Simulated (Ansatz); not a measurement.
How far each method lies from RCCSDT(Q) for CF4, singlet

Geometry: MP2(full)/6-31G*, from the G2/97 set.

```yaml
atoms:
  - { symbol: C, position_ang: [0.0000, 0.0000, 0.0000] }
  - { symbol: F, position_ang: [0.7674, 0.7674, 0.7674] }
  - { symbol: F, position_ang: [-0.7674, -0.7674, 0.7674] }
  - { symbol: F, position_ang: [-0.7674, 0.7674, -0.7674] }
  - { symbol: F, position_ang: [0.7674, -0.7674, -0.7674] }
```

Basis cc-pVDZ; Ansatz 0.2.0. Correlated methods freeze the noble-gas cores, which leaves 32 electrons in 65 orbitals. R marks a restricted (for open shells ROHF) determinant.

Full CI isn't at hand for all of this; RCCSDT(Q) serves as the reference, and is uncertain by about the last step of the cluster series.

- UHF ⟨S²⟩: 0.000
- T1 diagnostic (RCCSD): 0.0109
- largest doubles amplitude (RCCSD): 0.020

Question: From what is known of these methods and the diagnostics, rank them by the size of their error in total energy against RCCSDT(Q) in cc-pVDZ, smallest first (an estimate: the text doesn't fix the numbers).
A. RCCSD
B. BCCD(T)
C. CISD
D. RMP2
E. RHF

Answer: B (1.92 mEh), A (19.30 mEh), D (28.05 mEh), C (132.32 mEh), E (900.02 mEh).

All errors are against RCCSDT(Q) in cc-pVDZ. Within each family the higher level lies nearer, as is usual though not guaranteed.

Atomization energy (electronic, same basis, no zero-point term; atoms at the same level, unrestricted beside the R rows where the molecule is a closed shell, with restricted open-shell steps beyond CCSDT(Q)) at RCCSDT(Q): 1814.2 kJ/mol. Errors of other levels:

```json
{"level": "RHF", "error (kJ/mol)": "-566.5"}
{"level": "RMP2", "error (kJ/mol)": "110.3"}
{"level": "CISD", "error (kJ/mol)": "-299.5"}
{"level": "RCCSD", "error (kJ/mol)": "-36.1"}
{"level": "RCCSD(T)", "error (kJ/mol)": "-3.4"}
{"level": "BCCD(T)", "error (kJ/mol)": "-1.8"}
{"level": "RCCSDT", "error (kJ/mol)": "-3.7"}
```

This basis is far from its limit, so the value isn't to be set against a measured one. Truncated CI isn't size-consistent, which counts against it in atomization.
